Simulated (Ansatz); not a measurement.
We consider fcc Ir, described by PBEsol (Ansatz, an electronic-structure program, PAW).

A relaxed, unreconstructed slab of the (310) face has 20 atoms, two equal faces of 23.207 Å² each and an energy of -235970.4897 eV. A bulk cell of 10 atoms with the same orientation and in-plane k mesh has -117990.3639 eV. Energies are extrapolated to zero smearing.

Numerical settings: plane-wave cutoff 500 eV, 14×10×1 k mesh (along the axes of the cell as run), Fermi–Dirac smearing 0.1 eV, scalar-relativistic PAW data made under PBE.

Worked out: γ = (E_slab − N E_bulk per atom)/2A = [-235970.4897 − 20 × (-117990.3639/10)]/(2 × 23.207) = 0.2206 eV/Å². With 16.022 J/m² per eV/Å² this is 3.53 J/m², or 5.12 eV per surface cell and face.
